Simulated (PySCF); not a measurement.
Labels have come off several samples. The candidates:

A. `CCc1nnccc1[SiH3]`
B. `C#CCO`
C. SMILES CCC#CC(=O)C=O
D. `c1c(O)cccc1O`

Spectrum 1. ¹H NMR (500 MHz, computed): δ 4.79 (d, J = 3.6 Hz, 2H), 1.85 (t, J = 3.6 Hz, 1H), 0.19 (br s, 1H). ¹³C{¹H} NMR (computed): δ 85.6 (C), 81.3 (CH), 55.5 (CH2).

Spectrum 2. ¹H NMR (500 MHz, computed): δ 9.13 (s, 1H), 2.67 (q, 2H), 1.41 (t, 3H). ¹³C{¹H} NMR (computed): δ 195.7 (CH), 180.0 (C), 119.5 (C), 83.9 (C), 16.5 (CH2), 15.9 (CH3).

Spectrum 3. ¹H NMR (500 MHz, computed): δ 9.40 (d, 1H), 7.57 (d, 1H), 4.56 (s, 3H), 3.22 (q, 2H), 1.40 (t, 3H). ¹³C{¹H} NMR (computed): δ 173.3 (C), 153.4 (CH), 139.3 (CH), 131.1 (C), 36.6 (CH2), 18.7 (CH3).

Spectrum 4. ¹H NMR (500 MHz, computed): δ 7.24 (t, 1H), 6.70 (s, 1H), 6.21 (d, 2H), 4.26 (br s, 2H). ¹³C{¹H} NMR (computed): δ 165.5 (C), 135.0 (CH), 109.5 (CH), 105.6 (CH).

PySCF calculation with σ from GIAO-PBE0/pcSseg-1, structure optimised with GFN2-xTB and J couplings at B3LYP/pcJ-1; one conformer, no solvent model, non-relativistic, equivalent nuclei averaged.

Chemical shifts δ = σref − σ; ¹H (σ = 31.72 ppm), ¹³C (σ = 186.93 ppm) against TMS, all at this level. Multiplet labels drop J under 1 Hz and among equivalent protons, and merge close values. Unscaled 3J(H,H) run several per cent high. Where no couplings were computed, multiplicities follow the n + 1 count of equivalent neighbours, and m marks all less simple cases (inequivalent or close neighbours, rings, F or P nearby). Shifts are as computed. Against solution values, carbons near 30 ppm lie about +3 ppm off and those near 130 ppm about +5 ppm. Of 1211 compounds with measured shifts, 218 miss one by over three times the rms of a fit or turn the order of signals round; such compounds aren't used in these exercises. OH and NH positions are gas-phase values without hydrogen bonding to other molecules.

Task: Match each spectrum to its structure.

Result: 1–B, 2–C, 3–A, 4–D.

- Spectrum 1 (B): 3 ¹³C signals; δC 85.6 is an alkyne carbon; δC 81.3 is a terminal alkyne carbon.
- Spectrum 2 (C): 6 ¹³C signals; δC 195.7 is an aldehyde carbonyl carbon; δC 83.9 is an alkyne carbon.
- Spectrum 3 (A): 6 ¹³C signals; δC 153.4 is an aromatic CH next to a ring nitrogen; δC 139.3 is an aromatic CH.
- Spectrum 4 (D): 4 ¹³C signals; δC 165.5 is an aromatic carbon bearing oxygen; δC 135.0 is an aromatic CH.
